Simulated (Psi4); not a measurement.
**CO (carbon monoxide): methods side by side**

CO: 2 atoms, total charge 0, spin state singlet. SMILES: `[C-]#[O+]`. Geometry: optimised at PBE0/def2-TZVP.

| atom | x (Å) | y (Å) | z (Å) |
| --- | --- | --- | --- |
| C | 0.5155 | -0.1359 | 0.2937 |
| O | -0.4044 | 0.1557 | -0.2813 |

Quantity: the HOMO–LUMO gap, in eV. The values are calculated.

| level | kind | program | value (eV) | CPU time |
| --- | --- | --- | --- | --- |
| PBE-D4/def2-TZVPP (density fitting) | GGA | Psi4 | 7.10 | 15 s |
| r2SCAN-D4/def2-TZVPP (density fitting) | meta-GGA | Psi4 | 7.85 | 28 s |
| B3LYP-D4/def2-TZVPP (density fitting) | global hybrid | Psi4 | 9.51 | 13 s |
| PBE0-D4/def2-TZVPP (density fitting) | global hybrid | Psi4 | 10.09 | 15 s |
| wB97M-V/def2-TZVPP (density fitting) | range-separated hybrid | Psi4 | 15.02 | 25 s |

The values span 7.10 to 15.02 eV. Orbital gaps aren't excitation energies; they tend to grow with the share of exact exchange. CPU times are rough (shared hosts, several kinds of processor): they show what a rung costs within a factor of a few.
